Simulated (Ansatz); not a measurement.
`C#C/C=C/F` + H₂S → `C#CS` + `C=CF`  (substitution at a C–C bond)

Program: Ansatz. Geometries: PBE0-D4/def2-TZVP. ΔE: electronic, gas phase. CCSD(T)/CBS is the MP2 limit (def2-TZVPP, def2-QZVPP) plus CCSD(T) − MP2 in def2-TZVPP, frozen cores. This one scheme is used for every species. Functionals use def2-TZVPP. B3LYP here is the variant with VWN-RPA as its local correlation; programs differ in this. One conformer a species, not always the lowest.

```tsv
level	ΔE (kJ/mol)	difference from CCSD(T)/CBS
LDA (SPW92)	38.2	5.4
revPBE-D4	32.7	-0.1
BLYP-D4	33.2	0.4
r2SCAN0-D4	34.7	1.9
ωB97M-V	31.5	-1.3
PBE-QIDH	33.8	1.0
revPBE	31.2	-1.6
PBE0	33.7	0.9
B3LYP	33.3	0.5
r2SCANh	34.4	1.6
BHLYP	34.3	1.5
LC-ωPBE	31.1	-1.7
HF/def2-TZVPP	34.8	2.0
MP2/def2-TZVPP	33.9	1.1
SCS-MP2/def2-TZVPP	32.7	-0.1
SCS-MP2/def2-QZVPP	32.1	-0.7
CCSD(T)/CBS	32.8	0
```

Largest T1 diagnostic among the species: 0.013.

Leaving LDA and LC-ωPBE aside and taking each functional with its dispersion term where it has one, the values, not all of them listed here, spread over 5.1 kJ/mol, from ωB97M-V to B97M-V. LDA lies +5.4 kJ/mol from PBE without D4. At CCSD(T), def2-SVP lies +10.0 kJ/mol from the extrapolated value and def2-TZVPP +1.5 kJ/mol.
